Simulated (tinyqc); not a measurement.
Inside a calculation. Method: extended Hueckel theory, for CH3-. The parameters take no account of the charge, which enters only through the electron count, and nothing here shows that the anion is bound. One step of it, computed by the program tinyqc.

Task: Mulliken analysis. P = C n C^T; charge = valence electrons (H 1, C 4) minus the sum of (P S)_ii on the atom; overlap population = 2 sum P_ij S_ij between two atoms.

coefficients:
```
             MO1        MO2        MO3        MO4        MO5        MO6        MO7
1C 2s   0.722548   0.000000  -0.000014   0.067242   0.001083   0.000000   1.562716
1C 2px  0.000017   0.000000   0.500233  -0.000008   1.278268   0.000000  -0.001474
1C 2py  0.000000   0.500211   0.000000   0.000000   0.000000   1.278956   0.000000
1C 2pz  0.010033   0.000000   0.000009   0.994557  -0.000119   0.000000  -0.185208
2H 1s   0.161205   0.000000   0.523859  -0.026539  -1.104302   0.000000  -0.853355
3H 1s   0.161319   0.453520  -0.261766  -0.026543   0.551003  -0.956284  -0.855804
4H 1s   0.161319  -0.453520  -0.261766  -0.026543   0.551003   0.956284  -0.855804
```

occupations: 2.000000  2.000000  2.000000  2.000000  0.000000  0.000000  0.000000

overlap S, lower triangle:
```
           1C 2s     1C 2px     1C 2py     1C 2pz     2H 1s     3H 1s     4H 1s
1C 2s   1.000000
1C 2px  0.000000   1.000000
1C 2py  0.000000   0.000000   1.000000
1C 2pz  0.000000   0.000000   0.000000   1.000000
2H 1s   0.537080   0.513220   0.000000  -0.058727  1.000000
3H 1s   0.537401  -0.256577   0.444665  -0.058777  0.158156  1.000000
4H 1s   0.537401  -0.256577  -0.444665  -0.058777  0.158156  0.158181  1.000000
```

Give: charges; Overlap populations.

Result:

charges: 1C -1.2181, 2H 0.0725, 3H 0.0728, 4H 0.0728

Overlap populations:
```
pair      value
2-1    0.790169
3-1    0.790440
3-2   -0.069853
4-1    0.790440
4-2   -0.069853
4-3   -0.069872
```
